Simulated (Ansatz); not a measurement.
One change: `[OH][AlH][AlH2]` becomes `[OH][AlH][SiH3]`.

Ansatz, PBE0-D4/def2-TZVP geometries, multiplicity 1. Each molecule was computed in one conformer, which needn't be the lowest.

```csv
property,`[OH][AlH][AlH2]`
HOMO–LUMO gap (PBE0/def2-TZVPP) / eV,4.85
LUMO energy (B3LYP/def2-TZVPP) / eV,-2.25
"ideal-gas entropy at 298 K and 1 bar (rigid rotor, harmonic PBE0-D4/def2-TZVP) / J/(mol·K)",323
HOMO energy (PBE/def2-TZVPP) / eV,-5.89
LUMO energy (PBE0/def2-TZVPP) / eV,-2.08
HOMO–LUMO gap (B3LYP/def2-TZVPP) / eV,4.50
```

Task: What does the change do to each property? (An estimate is asked.)

Result: Ansatz gave: 
```json
{"property": "HOMO–LUMO gap (PBE0/def2-TZVPP) / eV", "`[OH][AlH][SiH3]`": "6.22", "shift": "1.37"}
{"property": "LUMO energy (B3LYP/def2-TZVPP) / eV", "`[OH][AlH][SiH3]`": "-1.57", "shift": "0.68"}
{"property": "ideal-gas entropy at 298 K and 1 bar (rigid rotor, harmonic PBE0-D4/def2-TZVP) / J/(mol·K)", "`[OH][AlH][SiH3]`": "331", "shift": "8"}
{"property": "HOMO energy (PBE/def2-TZVPP) / eV", "`[OH][AlH][SiH3]`": "-6.49", "shift": "-0.60"}
{"property": "LUMO energy (PBE0/def2-TZVPP) / eV", "`[OH][AlH][SiH3]`": "-1.39", "shift": "0.69"}
{"property": "HOMO–LUMO gap (B3LYP/def2-TZVPP) / eV", "`[OH][AlH][SiH3]`": "5.85", "shift": "1.35"}
```

With PBE0 the HOMO falls by 0.68 eV and the LUMO rises by 0.69 eV, so the gap widens by about 1.37 eV. PBE moves the HOMO by -0.60 eV and ωB97M-V by -0.77 eV. The zero-point energy changes by 29.2 kJ/mol with +3 modes. Modes under 60 cm⁻¹, often nearly free rotors, make the harmonic entropy too high.

B3LYP here is the variant with VWN-RPA as its local correlation; programs differ in this.
